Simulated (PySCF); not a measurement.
**CH₃, SMILES `[CH3]` (charge 0, multiplicity 2)**

Calculation: PBE0-D3(BJ)/def2-TZVP in PySCF.

The highest occupied spin orbital comes out as -6.81 eV and the dipole moment comes out as 0.00 D. The total energy is -39.7997 Ha and the cost comes out as very roughly 20 core-seconds.

```xyz
4

C      0.0000     0.0000     0.0002
H      1.0341    -0.3120    -0.0021
H     -0.7872    -0.7396    -0.0030
H     -0.2469     1.0516     0.0049
```
Charge 0, spin multiplicity 2.
